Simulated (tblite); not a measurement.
C4H6NO (doublet state).
Z-matrix (Å and degrees, GFN2-xTB geometry), rows numbered from 1:
```
C 
C   1  1.4988
O   2  1.2024  1  124.68
C   2  1.5238  1  113.82  3   178.51
C   4  1.5256  2  105.85  1   -84.47
N   5  1.2164  4  126.36  2    93.35
H   1  1.0864  2  110.42  3   -10.40
H   1  1.0883  2  109.65  3  -132.21
H   1  1.0889  2  109.23  3   109.53
H   4  1.0888  2  110.95  1    33.47
H   4  1.0892  2  110.17  1   157.19
H   5  1.0983  4  111.77  2   -84.67
```

Computed geometry: GFN2-xTB, gas phase. This method treats the open shell by occupation alone, without spin polarisation.

Masses are those of the commonest isotopes; rigid-rotor values at the optimised geometry. The values belong to one conformer with, in the numbering `[CH3:1][C:2](=[O:3])[CH2:4][CH:5]=[N:6]`, C1–C2–C4–C5 -84°, C2–C4–C5–N6 93°.

(1) What are A, B and C (MHz)?

(2) What kind of rotor is it?

(3) What does the inertial defect say?

(4) Give the other two planar moments, Paa and Pbb, and the rms extents of the mass along the axes.

(5) Give the coordinates in the principal-axis frame, origin at the centre of mass.

(6) Estimate the classical rotational partition function at 10 K, 200 K and 500 K.

Answers

(1) Ia = 79.01, Ib = 193.08, Ic = 232.08 u·Å²; 505379 MHz·u·Å²/I gives A = 6396, B = 2617, C = 2178 MHz.

(2) An asymmetric top: κ = (2 × 2617 − 6396 − 2178)/(6396 − 2178) = -0.79.

(3) Not planar: Δ = Ic − Ia − Ib = -40.02 u·Å². For a rigid frame Δ = −2 Σ m c², so Σ m c² = 20.01 u·Å² lies off the ab plane: 6.39 from hydrogen and 13.62 from heavier atoms. The atom farthest from that plane is 1.67 Å away.

(4) Paa = Σ m a² = (Ib + Ic − Ia)/2 = 173.08 and Pbb = Σ m b² = (Ia + Ic − Ib)/2 = 59.01 u·Å². With the mass M = 84.04 u, the rms extents √(P/M) along a, b and c are 1.44, 0.84, 0.49 Å.

(5) The sense of each axis is arbitrary; atoms in the order of the calculation.
| atom | mass (u) | a (Å) | b (Å) | c (Å) |
| --- | --- | --- | --- | --- |
| C1 | 12.000 | -1.084 | 1.433 | 0.047 |
| C2 | 12.000 | -0.931 | -0.057 | 0.083 |
| O3 | 15.995 | -1.679 | -0.835 | -0.447 |
| C4 | 12.000 | 0.305 | -0.531 | 0.837 |
| C5 | 12.000 | 1.453 | -0.477 | -0.167 |
| N6 | 14.003 | 2.221 | 0.452 | -0.334 |
| H7 | 1.008 | -1.850 | 1.719 | -0.668 |
| H8 | 1.008 | -0.132 | 1.893 | -0.214 |
| H9 | 1.008 | -1.371 | 1.788 | 1.036 |
| H10 | 1.008 | 0.533 | 0.134 | 1.668 |
| H11 | 1.008 | 0.168 | -1.557 | 1.177 |
| H12 | 1.008 | 1.502 | -1.387 | -0.779 |

(6) Point group C1, symmetry number σ = 1; q = (√π/σ)·√((kT/h)³/(ABC)), k/h = 20836.6 MHz/K: 883 at 10 K, 79000 at 200 K, 312000 at 500 K.

For this open shell read J as N, the rotation without spin; fine and hyperfine splittings come on top. Its lowest GFN2-xTB frequency is 8i cm⁻¹, too small to tell a flat minimum from a shallow saddle. Zero-point vibration and centrifugal distortion are left out.
